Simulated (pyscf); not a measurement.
PySCF, gas phase, ωB97X-D3(BJ)/def2-SVP geometries. MP2 and CC: frozen core, UHF for open shells. ΔMP2 is the change of the MP2 total energy from the triple- to the quadruple-zeta basis.

Problem. Estimate by transition-state theory (the high-pressure limit) the rate constant of Cl–Ga [singlet] + H₂C=CH₂ -> cyclic C₂H₄ClGa (SMILES [Cl][Ga]1[CH2][CH2]1) (singlet surface; none broken, C–Ga, C–Ga formed) at 1200 K, with CCSD(T)/def2-TZVPP + ΔMP2(QZVPP) energies (ideal gas, 1 atm, RRHO with modes under 100 cm⁻¹ raised to 100, one conformer, R ln 2 for chiral ones without a mode under 150 cm⁻¹; no tunnelling).

Solution. The electronic barrier is 58.4 kcal/mol and the thermal terms add +37.4, so ΔG‡ = 95.7 kcal/mol. With k_BT/h = 2.50e+13 s⁻¹ and RT = 2.385 kcal/mol, and a volume of 1.64e-19 cm³ per molecule at 1 atm, k = 1.5e-23 cm³ molecule⁻¹ s⁻¹. The product is born with the 29 kcal/mol of the reverse barrier and needs collisions to keep. Wigner's tunnelling factor for 662i cm⁻¹ would be 1.03. A shift of 1 kcal/mol in the barrier changes k by a factor 1.5. On the reactant side the descent ends in a complex (not fully relaxed), 5.0 kcal/mol under the separated species and 71.0 kcal/mol under the saddle at ωB97X-D3(BJ)/def2-TZVP. At ωB97X-D3(BJ)/def2-TZVP the barrier from the zero used here is 66.0 kcal/mol. cyclic C₂H₄ClGa (SMILES [Cl][Ga]1[CH2][CH2]1) lies 29.9 kcal/mol over its isomer H₂C=CH–GaH–Cl (electronic energy, ωB97M-D3(BJ)/def2-TZVP). This is the saddle that the search found; another between the same sides may lie lower. One closed-shell reference is unstable to symmetry breaking; treat the single-reference values with care. The CCSD(T) − MP2 part came from Ansatz, without density fitting, on the same reference. The frozen core leaves the outer d or s,p core shells of the metals and heavy elements correlated in the MP2 and CC values, and def2-TZVPP describes them poorly, which can shift differences by a few kcal/mol. Elements up to Kr have no core potential and no relativistic terms here.
